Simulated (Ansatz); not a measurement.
## Ge–NH$_{2}$⁺, triplet in cc-pVTZ: errors against UCCSDT(Q)

Geometry: that of the Ge–NH2, quartet, kept fixed.

```yaml
atoms:
  - { symbol: Ge, position_ang: [0.0000, 0.0000, 0.4319] }
  - { symbol: N, position_ang: [0.0000, 0.0000, -1.8834] }
  - { symbol: H, position_ang: [0.0000, 0.8309, -2.4773] }
  - { symbol: H, position_ang: [0.0000, -0.8309, -2.4773] }
```

Basis cc-pVTZ; Ansatz 0.2.0. Correlated methods freeze the noble-gas cores and the filled d shells of p-block atoms, which leaves 10 electrons in 86 orbitals. R marks a restricted (for open shells ROHF) determinant, U an unrestricted one. Active spaces: valence = (10e, 10o) chosen from the atoms' valence shells. No spin–orbit coupling is included, and no scalar relativity.

Full CI isn't at hand for all of this; UCCSDT(Q) serves as the reference, and is uncertain by about the last step of the cluster series. The frozen core follows each run's orbitals, which can shift R against U totals by a few meV for light atoms and by up to 0.1 eV past Ca.

- UHF ⟨S²⟩: 2.034
- T1 diagnostic (RCCSD): 0.0191
- largest doubles amplitude (RCCSD): 0.062
- T1 diagnostic (UCCSD): 0.0149

Q: From what is known of these methods and the diagnostics, rank them by the size of their error in total energy against UCCSDT(Q) in cc-pVTZ, smallest first (an estimate: the text doesn't fix the numbers).
A. UHF
B. UMP2
C. UCCSD
D. UCCSD(T)
E. UCCSDT

A: E (0.33 mEh), D (1.22 mEh), C (9.19 mEh), B (39.24 mEh), A (267.93 mEh).

All errors are against UCCSDT(Q) in cc-pVTZ. Within each family the higher level lies nearer, as is usual though not guaranteed.

Natural occupations of CASSCF (valence space) about the gap: 1.983 1.976 1.975 1.954 1.000 1.000 0.042 0.026 0.023 0.021; effectively unpaired electrons, Σ n²(2−n)², 2.03.
